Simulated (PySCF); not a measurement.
A structure optimised at PBE-D3(BJ)/def2-TZVP, used in a PySCF frequency run:

```
C
F 1 1.3507
F 1 1.3507 2 108.53
F 1 1.3507 2 108.53 3 117.76
H 1 1.1008 2 110.40 3 -121.12
```
Charge 0, spin multiplicity 1.

Problem. Write its SMILES, formula and point group.

Solution. FC(F)F, CHF₃, C3v

Problem. What are its rotational constants (standard atomic weights)?

Solution. 10.092, 10.092, 5.5325 GHz
